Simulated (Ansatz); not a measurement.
**Relative stability**

The two ends of one reaction step of BNH5Cl, closed shell (PBE0-D4/def2-TZVP).

A:

```
atom    x (Å)    y (Å)    z (Å)
  B1  -0.0176  -0.8060   0.0839
  N2  -0.1682   0.8015  -0.0808
  H3  -0.5448  -1.2962  -0.8816
  H4  -0.5172  -1.0865   1.1432
  H5   0.2792   1.1053  -0.9416
 Cl6   1.8184  -1.0751   0.0867
  H7   0.2950   1.2745   0.6906
  H8  -1.1447   1.0826  -0.1004
```

B:

```xyz
8
angstrom
B -0.8664 -0.6820 0.4188
N -0.4796 0.6132 0.0783
H -1.3696 -1.3697 -0.4185
H -0.6591 -1.0696 1.5298
H 1.4869 0.1227 -0.5578
Cl 2.7056 0.0823 -0.9898
H -0.1236 1.2722 0.7522
H -0.6940 1.0311 -0.8130
```

Computed with Ansatz 0.2.0 (basis: def2-TZVPP); correlated methods freeze the cores. B3LYP uses VWN-RPA correlation.

Q: Which structure is lower at CCSD(T), and by how much? (An estimate is asked for; the value comes from the calculation.)

A: By the calculation: A, by 0.622 eV (electronic energy, against the other). By their contacts, A is BNH₅Cl ([NH3][BH2][Cl]) and B is a complex of BNH₄ ([BH2][NH2]) + HCl.

All methods give the same order:

```json
{"method": "SPW92", "E(B) − E(A) (eV)": "0.861"}
{"method": "PBE-D4", "E(B) − E(A) (eV)": "0.654"}
{"method": "BLYP-D4", "E(B) − E(A) (eV)": "0.448"}
{"method": "r2SCAN-D4", "E(B) − E(A) (eV)": "0.679"}
{"method": "B97M-V", "E(B) − E(A) (eV)": "0.628"}
{"method": "PBE0-D4", "E(B) − E(A) (eV)": "0.719"}
{"method": "B3LYP-D4", "E(B) − E(A) (eV)": "0.518"}
{"method": "r2SCAN0-D4", "E(B) − E(A) (eV)": "0.727"}
{"method": "BHLYP-D4", "E(B) − E(A) (eV)": "0.578"}
{"method": "CAM-B3LYP-D4", "E(B) − E(A) (eV)": "0.559"}
{"method": "wB97X-V", "E(B) − E(A) (eV)": "0.660"}
{"method": "wB97M-V", "E(B) − E(A) (eV)": "0.637"}
{"method": "B2PLYP", "E(B) − E(A) (eV)": "0.550"}
{"method": "PBE-QIDH", "E(B) − E(A) (eV)": "0.754"}
{"method": "RPA on PBE", "E(B) − E(A) (eV)": "0.561"}
{"method": "HF", "E(B) − E(A) (eV)": "0.430"}
{"method": "MP2", "E(B) − E(A) (eV)": "0.683"}
{"method": "CCSD", "E(B) − E(A) (eV)": "0.601"}
{"method": "CCSD(T)", "E(B) − E(A) (eV)": "0.622"}
```

T1 diagnostic: at most 0.011.

Labels in which every atom is bracketed show which atoms are joined, not bond orders.

For scale, one of the runs: CCSD(T)/def2-TZVPP, 174 basis functions, launched by `ansatz run in.yaml --threads 2 --pin off --events-out ev --progress --plain --max-ram 4352MiB`. The run took 11 s on 2 CPU threads of an Intel Xeon 6975P-C (shared host), with 1.7 GiB of host memory at its peak.
